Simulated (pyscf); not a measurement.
A first-order saddle from PySCF, ωB97X-D3(BJ)/def2-SVP:

```
C
F 1 1.3438
H 1 1.1077 2 116.82
C 1 1.5087 3 127.91 2 -172.97
H 4 1.0975 1 107.34 3 115.45
H 4 1.0983 5 108.64 1 118.29
H 4 1.0995 5 109.79 6 119.53
F 1 1.7351 3 73.67 2 -90.10
C 1 1.8862 3 78.81 8 -177.74
H 9 1.0961 1 105.75 3 -52.70
H 9 1.0962 10 112.97 3 136.74
H 9 1.0964 10 113.62 11 132.02
```
Charge 0, spin multiplicity 2.

Surface: doublet, charge 0. Lowest wavenumbers (cm⁻¹): 1113i, 183, 213, 231, 268.

Question: Which two sides does it connect, and which bonds change?

Answer: `[CH3][CH]([F])[F]` + `[CH3]` [doublet] ⇌ `[CH3][C]([CH3])[F]` [doublet] + `[FH]`, a concerted two-bond exchange read from left to right: C–F, C–H broken and C–C, F–H formed. At ωB97M-D3(BJ)/def2-TZVP it lies +219.3 kJ/mol from the left side and +250.8 kJ/mol from the right (each side as separated species at their lowest minima found). On the product side the descent ends in a complex (not fully relaxed), 22.4 kJ/mol under the separated species and 276.3 kJ/mol under the saddle at ωB97X-D3(BJ)/def2-TZVP. One saddle was located; it need not be the lowest between these sides.
